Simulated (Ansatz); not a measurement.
```xyz
2

B     0.0367   -0.1460   -0.9031
F     0.0514    0.1358    0.5440
```

RHF on singlet BF was run in several spherical basis sets with Ansatz (development build ahead of 0.2.0). Caution for RHF: stretched shape with no unrestricted run beside it, a lower state can exist.

Question: Rank the basis sets by the total energy that they give, lowest first, with the distance from the lowest.
A. cc-pVDZ
B. aug-cc-pVDZ
C. def2-SVP
D. 6-31G

Answer: B (0.00 eV), A (0.26 eV), D (1.26 eV), C (3.30 eV).

Totals follow the description of the cores as much as that of the bonds, so this order isn't one of quality for chemistry.
